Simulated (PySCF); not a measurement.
MgMeF, CH3FMg.
SMILES: `[CH3][Mg][F]`

The closed-shell ground state was solved at several levels (PySCF, density fitting, gas phase, non-relativistic). Isolated species at its PBE0-D3(BJ)/def2-SVP geometry, gas phase.

```tsv
level	basis functions	total energy (Eh)	HOMO (eV)	LUMO (eV)	gap (eV)	dipole (D)
PBE0/def2-SVPD	88	-339.4728	-7.64	-0.99	6.65	2.10
wB97X-D/pcSseg-1	65	-339.8160	-9.45	0.75	10.20	1.82
```

(1) Estimate the row for PBE0/pcSseg-1, a basis of 65 functions; the other rows only guide the guess.

(2) Over all these levels, which gives the widest orbital gap and which the narrowest?

(3) How far do the dipole and the HOMO energy spread over the levels?

## Answers

(1) Total energy -339.6064 Eh, HOMO -7.60 eV, LUMO -0.84 eV, gap 6.76 eV, dipole 1.92 D.

(2) wB97X-D/pcSseg-1 (range-separated hybrid) has the widest, 10.20 eV, and PBE0/def2-SVPD (global hybrid, 25 % exact exchange) the narrowest, 6.65 eV. Functional and basis both differ between the two, so the spread mixes both effects.

(3) The dipole runs from 1.82 to 2.10 D (mean 1.94 D) and the HOMO from -9.45 to -7.60 eV.

Note: wB97X-D ran without an empirical dispersion term, which enters the total energy and its gradient alone.
